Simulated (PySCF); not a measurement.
Al: electron affinity

Al⁻ [Ne] 3s2 3p2 (3P) → Al [Ne] 3s2 3p1 (2P), as a difference of total energies. All numbers are calculated (PySCF 2.14, the spin-free X2C one-electron Hamiltonian (Gaussian nucleus), in aug-cc-pVDZ-DK). Correlated levels: valence: [Ne] frozen. The calculations carry no spin-orbit coupling.

| method | electron affinity (eV) |
| --- | --- |
| UHF | 0.016 |
| MP2 (valence) | 0.308 |
| SCS-MP2 (valence) | 0.215 |
| CCSD (valence) | 0.329 |
| CCSD(T) (valence) | 0.360 |
| CCSDT (valence) | 0.370 |
| FCI (valence) | 0.373 |

Q: How much does correlation contribute at CCSD(T) (valence)?

A: 0.360 − (0.016) = 0.344 eV, measured against UHF.

Errors of the correlated levels include the incompleteness of this basis and the frozen core.

For comparison: 0.433 eV (measured; photodetachment measurements, as compiled on the Wikipedia data page of electron affinities).
